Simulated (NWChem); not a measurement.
# PH3 (phosphine) at 5 levels

Wanted: a comparison of 5 runs (PBE/aug-cc-pVTZ, BLYP/aug-cc-pVTZ, TPSS/aug-cc-pVTZ, r2SCAN/aug-cc-pVTZ, revPBE/aug-cc-pVTZ) of PH3 (phosphine). 

The results are computed with NWChem 7.3.0.

### Step 1. The structure to begin with

PH3 has 4 atoms, charge 0, and is taken as a singlet. As SMILES, `P`. Geometry: relaxed at PBE0-D4/def2-TZVP.

Bond lengths: P1–H2 1.420 Å, P1–H3 1.420 Å, P1–H4 1.420 Å. Angles: H2–P1–H3 93.1°, H2–P1–H4 93.1°, H3–P1–H4 93.1°.

### Step 2. Energy and forces at PBE/aug-cc-pVTZ (run 1)

The input, run.py:

```python
from ase import Atoms
from ase.calculators.nwchem import NWChem

mol = Atoms(['P', 'H', 'H', 'H'], positions=[
    [0.346000, -0.326500, -0.332800],
    [0.630900, -0.034000, 1.027000],
    [-1.005500, -0.663000, -0.057200],
    [0.028700, 1.023500, -0.636900],
])

calc = NWChem(
    label='h3p',
    theory='dft',
    memory='2200 mb',
    basis='aug-cc-pVTZ',
    basispar='spherical bse',
    dft={'xc': 'xpbe96 cpbe96', 'mult': '1', 'grid': 'fine', 'convergence': 'energy 1e-08', 'iterations': '100', 'mulliken': None, 'print': 'low'},
)
mol.calc = calc

forces = mol.get_forces()
print("Total energy (eV):", round(mol.get_potential_energy(), 6))
print("forces (eV/A):")
for s, f in zip(mol.symbols, forces):
    print(f"{s:2s} {f[0]:10.5f} {f[1]:10.5f} {f[2]:10.5f}")
```

Command:

```console
$ export ASE_NWCHEM_COMMAND="nwchem PREFIX.nwi > PREFIX.nwo"
$ python run.py
```

The log of the run:

```text
Total energy (eV): -9333.140065
forces (eV/A):
P     0.29506   -0.27902   -0.28256
H     0.02962    0.06839    0.25058
H    -0.25058   -0.03893    0.06525
H    -0.07415    0.24955   -0.03327
```

The calculator wrote h3p.nwi:

```
title "h3p"

permanent_dir h3p

scratch_dir h3p

start h3p

geometry units angstrom nocenter noautosym noautoz
  P  3.4599999999999997e-01 -3.2650000000000001e-01 -3.3279999999999998e-01
  H  6.3090000000000002e-01 -3.4000000000000002e-02 1.0269999999999999e+00
  H  -1.0055000000000001e+00 -6.6300000000000003e-01 -5.7200000000000001e-02
  H  2.8700000000000000e-02 1.0235000000000001e+00 -6.3690000000000002e-01
end

memory 2200 mb

basis spherical bse noprint
   * library aug-cc-pVTZ
end

dft
  xc xpbe96 cpbe96
  mult 1
  grid fine
  convergence energy 1e-08
  iterations 100
  mulliken
  print low
end

task dft gradient
```

h3p.nwo:

```text
Northwest Computational Chemistry Package (NWChem) 7.3.0
             --------------------------------------------------------

           Job information
           ---------------

    nwchem branch   = 7.3.0
    use scalapack   = T
    input           = h3p.nwi
    prefix          = h3p.
    data base       = h3p/h3p.db
    status          = startup
    nproc           =        1

           Memory information
           ------------------

[... 5 lines left out ...]
    hardfail = no
[... 36 lines left out ...]
            Nuclear Dipole moment (a.u.)
[... 75 lines left out ...]
         Total DFT energy =     -342.986573938075
[... 1 line left out ...]
           Coulomb energy =      172.081957501704
[... 1 line left out ...]
 Nuclear repulsion energy =       17.542623112300
[... 27 lines left out ...]
                         DFT ENERGY GRADIENTS

    atom               coordinates                        gradient
                 x          y          z           x          y          z
   1 P       0.653845  -0.616996  -0.628901   -0.005738   0.005426   0.005495
   2 H       1.192228  -0.064251   1.940749   -0.000576  -0.001330  -0.004873
   3 H      -1.900119  -1.252888  -0.108092    0.004873   0.000757  -0.001269
   4 H       0.054235   1.934135  -1.203566    0.001442  -0.004853   0.000647

 Task  times  cpu:       30.4s     wall:       30.4s
 Total times  cpu:       30.5s     wall:       30.5s
```

Wall time 32 s (1 thread of Intel Xeon Platinum 8488C (Sapphire Rapids), shared host); peak memory 0.13 GiB.

### Step 3. Energy and forces at BLYP/aug-cc-pVTZ (run 2)

The input, sp.nw:

```
start sp
title "H3P"
memory stack 880 mb heap 220 mb global 1100 mb
geometry units bohr noautosym nocenter noautoz
P      0.65384524    -0.61699558    -0.62890085
H      1.19222821    -0.06425069     1.94074873
H     -1.90011962    -1.25288842    -0.10809233
H      0.05423514     1.93413469    -1.20356657
end
basis spherical bse
* library aug-cc-pVTZ
end
dft
xc becke88 lyp
grid fine
convergence energy 1e-08
iterations 100
mulliken
print medium
end
task dft gradient
```

Command:

```console
$ nwchem sp.nw > sp.out
```

The log of the run:

```text
[...]
          Wavefunction type:  closed shell.
          No. of atoms     :     4
          No. of electrons :    18
[...]
          Charge           :     0
          Spin multiplicity:     1
[...]
          AO basis - number of functions:   119
[...]
              XC Information
              --------------
                    Becke 1988 Exchange Functional  1.000
              Lee-Yang-Parr Correlation Functional  1.000
[...]
 d= 0,ls=0.0,diis     1   -343.1290725745 -3.61D+02  4.67D-03  3.29D-01     3.8
[...]
 d= 0,ls=0.0,diis     7   -343.1463326286 -2.65D-09  1.92D-07  2.26D-10    20.2
         Total DFT energy =     -343.146332628604
      One electron energy =     -508.442588201363
           Coulomb energy =      172.044420436595
    Exchange-Corr. energy =      -24.290786712537
 Nuclear repulsion energy =       17.542621848700
[...]
  wavefunction    = closed shell
                         DFT ENERGY GRADIENTS
    atom               coordinates                        gradient
                 x          y          z           x          y          z
   1 P       0.653845  -0.616996  -0.628901   -0.004113   0.003891   0.003931
   2 H       1.192228  -0.064251   1.940749   -0.000901  -0.000861  -0.004087
   3 H      -1.900120  -1.252888  -0.108092    0.004072   0.001044  -0.000796
   4 H       0.054235   1.934135  -1.203567    0.000941  -0.004075   0.000952
[...]
```

It took 31 s on 1 thread of Intel Xeon Platinum 8488C (Sapphire Rapids), shared host; peak memory 0.13 GiB.

Run 3 isn't shown in full; the table further down has it.

### Step 4. Energy and forces at r2SCAN/aug-cc-pVTZ (run 4)

The input, run.py:

```python
from ase import Atoms
from ase.calculators.nwchem import NWChem

mol = Atoms(['P', 'H', 'H', 'H'], positions=[
    [0.346000, -0.326500, -0.332800],
    [0.630900, -0.034000, 1.027000],
    [-1.005500, -0.663000, -0.057200],
    [0.028700, 1.023500, -0.636900],
])

calc = NWChem(
    label='job',
    theory='dft',
    memory='2200 mb',
    basis='aug-cc-pVTZ',
    basispar='spherical bse',
    dft={'xc': 'r2scan', 'mult': '1', 'grid': 'fine', 'convergence': 'energy 1e-08', 'iterations': '100', 'mulliken': None},
)
mol.calc = calc

forces = mol.get_forces()
print(f"energy = {mol.get_potential_energy():.6f} eV")
print("forces (eV/A):")
for s, f in zip(mol.symbols, forces):
    print(f"{s:2s} {f[0]:10.5f} {f[1]:10.5f} {f[2]:10.5f}")
print("dipole (e A):", mol.get_dipole_moment().round(4))
```

Command:

```console
$ export ASE_NWCHEM_COMMAND="nwchem PREFIX.nwi > PREFIX.nwo"
$ python run.py
```

The log of the run:

```text
energy = -9336.882154 eV
forces (eV/A):
P     0.06705   -0.06397   -0.06309
H    -0.00221    0.01774    0.04535
H    -0.04592    0.00072    0.01646
H    -0.01892    0.04556    0.00129
dipole (e A): [-0.085   0.0803  0.0818]
```

The calculator wrote job.nwi:

```
title "job"

permanent_dir job

scratch_dir job

start job

geometry units angstrom nocenter noautosym noautoz
  P  3.4599999999999997e-01 -3.2650000000000001e-01 -3.3279999999999998e-01
  H  6.3090000000000002e-01 -3.4000000000000002e-02 1.0269999999999999e+00
  H  -1.0055000000000001e+00 -6.6300000000000003e-01 -5.7200000000000001e-02
  H  2.8700000000000000e-02 1.0235000000000001e+00 -6.3690000000000002e-01
end

memory 2200 mb

basis spherical bse noprint
   * library aug-cc-pVTZ
end

dft
  xc r2scan
  mult 1
  grid fine
  convergence energy 1e-08
  iterations 100
  mulliken
end

task dft gradient
```

job.nwo:

```text
Northwest Computational Chemistry Package (NWChem) 7.3.0
             --------------------------------------------------------

           Job information
           ---------------

    nwchem branch   = 7.3.0
    use scalapack   = T
    input           = job.nwi
    prefix          = job.
    data base       = job/job.db
    status          = startup
    nproc           =        1

           Memory information
           ------------------

[... 5 lines left out ...]
    hardfail = no
[... 89 lines left out ...]
  convergence criterion.
[... 38 lines left out ...]
          Spatial weights used:  Erf1
[... 32 lines left out ...]
 1-e energy   =    -507.317802
[... 39 lines left out ...]
           Coulomb energy =      172.146321769347
[... 906 lines left out ...]
          Convergence on density requested:  1.00D-05
[... 24 lines left out ...]
          total energy or number of iterations.
[... 35 lines left out ...]
                 ----------------------------------------
                 |  Time  |  1-e(secs)   |  2-e(secs)   |
                 ----------------------------------------
                 |  CPU   |       0.01   |       9.31   |
                 ----------------------------------------
                 |  WALL  |       0.01   |       9.31   |
                 ----------------------------------------

 Task  times  cpu:       33.9s     wall:       33.9s
 Total times  cpu:       33.9s     wall:       33.9s
```

It took 35 s on 1 thread of Intel Xeon Platinum 8488C (Sapphire Rapids), shared host; peak memory 0.13 GiB.

### Step 5. Energy and forces at revPBE/aug-cc-pVTZ (run 5)

The input, mymol.nw:

```
start mymol
title "H3P"
memory 2200 mb

geometry units angstroms noautosym nocenter noautoz
  P     0.346000   -0.326500   -0.332800
  H     0.630900   -0.034000    1.027000
  H    -1.005500   -0.663000   -0.057200
  H     0.028700    1.023500   -0.636900
end

basis spherical bse
  * library aug-cc-pVTZ
end

dft
  xc revpbe cpbe96
  grid fine
  convergence energy 1e-08
  iterations 100
  mulliken
  print medium
end

task dft gradient
```

Command:

```console
$ nwchem mymol.nw > mymol.out
```

The log of the run:

```text
[...]
          Wavefunction type:  closed shell.
          No. of atoms     :     4
          No. of electrons :    18
[...]
          Charge           :     0
          Spin multiplicity:     1
[...]
          AO basis - number of functions:   119
[...]
              XC Information
              --------------
                        RevPBE Exchange Functional  1.000
            Perdew 1991 LDA Correlation Functional  1.000 local
           PerdewBurkeErnz. Correlation Functional  1.000 non-local
[...]
 d= 0,ls=0.0,diis     1   -343.0775181617 -3.61D+02  4.17D-03  2.51D-01     3.7
[...]
 d= 0,ls=0.0,diis     7   -343.0907353109 -1.65D-09  1.68D-07  1.32D-10    20.4
         Total DFT energy =     -343.090735310909
      One electron energy =     -508.479518900409
           Coulomb energy =      172.084015384652
    Exchange-Corr. energy =      -24.237854907452
 Nuclear repulsion energy =       17.542623112300
[...]
  wavefunction    = closed shell
                         DFT ENERGY GRADIENTS
    atom               coordinates                        gradient
                 x          y          z           x          y          z
   1 P       0.653845  -0.616996  -0.628901   -0.006006   0.005678   0.005752
   2 H       1.192228  -0.064251   1.940749   -0.000872  -0.001341  -0.005432
   3 H      -1.900119  -1.252888  -0.108092    0.005422   0.001072  -0.001267
   4 H       0.054235   1.934135  -1.203566    0.001457  -0.005409   0.000948
[...]
```

It took 31 s on 1 thread of Intel Xeon Platinum 8488C (Sapphire Rapids), shared host; peak memory 0.13 GiB.

### Step 6. The series

```csv
run,level,energy (Eh),largest force (eV/Å),wall time
1,PBE/aug-cc-pVTZ,-342.986574,0.495,32 s
2,BLYP/aug-cc-pVTZ,-343.146333,0.354,31 s
3,TPSS/aug-cc-pVTZ,-343.184930,0.067,34 s
4,r2SCAN/aug-cc-pVTZ,-343.124093,0.112,35 s
5,revPBE/aug-cc-pVTZ,-343.090735,0.518,31 s
```

### Step 7. Outcome

| quantity | value |
| --- | --- |
| run 5: total energy | -343.09074 Eh |
| run 5: dipole moment | 0.63 D |
| run 5: HOMO energy | -6.70 eV |
| run 5: LUMO energy | -0.69 eV |
| run 5: HOMO–LUMO gap | 6.01 eV |
| run 5: largest force on an atom | 0.518 eV/Å |

**Reading.** Over runs 2, 3, 4, 5 the dipole moment (its size) runs from 0.55 D (BLYP/aug-cc-pVTZ) to 0.69 D (r2SCAN/aug-cc-pVTZ). Over runs 2, 4, 5 the HOMO–LUMO gap runs from 5.89 eV (BLYP/aug-cc-pVTZ) to 7.06 eV (r2SCAN/aug-cc-pVTZ). Totals of different functionals can't be ranked against each other. All runs together took 2.7 min, the longest 35 s.
